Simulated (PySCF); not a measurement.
First SCF of a structure search on singlet HBS, at a hand-made linear geometry. PySCF input:

```python
from pyscf import gto, scf, dft
mol = gto.M(atom='''
B      0.000000     0.000000     0.000000
S      0.000000     0.000000    -1.720000
H      0.000000     0.000000     1.170000''',
    basis={'B': 'def2-TZVP', 'S': 'def2-TZVP', 'H': 'def2-TZVP'},
    charge=0, spin=0)
mf = dft.RKS(mol, xc='PBE')
mf.grids.atom_grid = (50, 194)
aux = {'B': 'def2-universal-JKFIT', 'S': 'def2-universal-JKFIT', 'H': 'def2-universal-JKFIT'}
mf = mf.density_fit(auxbasis=aux)
mf.conv_tol = 1e-08
mf.diis_space = 10
mf.max_cycle = 60
mf.init_guess = 'minao'
mf.verbose = 4
mf.kernel()
```

Excerpt of the output (cycles and frontier levels):

```
init E= -423.414317371182
  HOMO = -0.305860931367901  LUMO = -0.113285308607338  gap/eV = 5.24025
cycle= 1 E= -423.424581874993  delta_E= -0.0103  |g|= 0.248  |ddm|= 1.42
  HOMO = -0.217459962056116  LUMO = -0.0770527522939081  gap/eV = 3.82067
cycle= 2 E= -423.224426876367  delta_E=  0.2  |g|= 0.813  |ddm|= 0.765
  HOMO = -0.243921871334135  LUMO = -0.0764961443130663  gap/eV = 4.55589
cycle= 3 E= -423.438914988106  delta_E= -0.214  |g|= 0.15  |ddm|= 0.606
  HOMO = -0.261165225696719  LUMO = -0.0941335640438619  gap/eV = 4.54516
cycle= 4 E= -423.445648018826  delta_E= -0.00673  |g|= 0.0558  |ddm|= 0.165
  HOMO = -0.260671318569752  LUMO = -0.0930510709235721  gap/eV = 4.56118
cycle= 5 E= -423.446717759303  delta_E= -0.00107  |g|= 0.00612  |ddm|= 0.0367
  HOMO = -0.260633605044451  LUMO = -0.0925822052448393  gap/eV = 4.57291
cycle= 6 E= -423.446732773196  delta_E= -1.5e-05  |g|= 0.000457  |ddm|= 0.00525
  HOMO = -0.260690700045947  LUMO = -0.0926529235510178  gap/eV = 4.57254
cycle= 7 E= -423.446732825635  delta_E= -5.24e-08  |g|= 3.87e-05  |ddm|= 0.000488
  HOMO = -0.260691030041128  LUMO = -0.0926489627813428  gap/eV = 4.57266
cycle= 8 E= -423.446732825977  delta_E= -3.41e-10  |g|= 5.54e-06  |ddm|= 3.69e-05
  HOMO = -0.260690872553274  LUMO = -0.0926498822416648  gap/eV = 4.57263
Extra cycle  E= -423.446732825922  delta_E= 5.5e-11  |g|= 1.34e-05  |ddm|= 1.42e-05
converged SCF energy = -423.446732825922
```

No lower solution of this spin was found by a stability analysis within the restricted form, which does not test spin polarisation.

The search for the lowest solution, with the stability check, took 4.4 s on 2 threads of a shared Arm Neoverse N1 host, with 74 basis functions; the process peaked at 0.26 GiB. Launch command: `OMP_NUM_THREADS=2 python axn.py task.json out`.
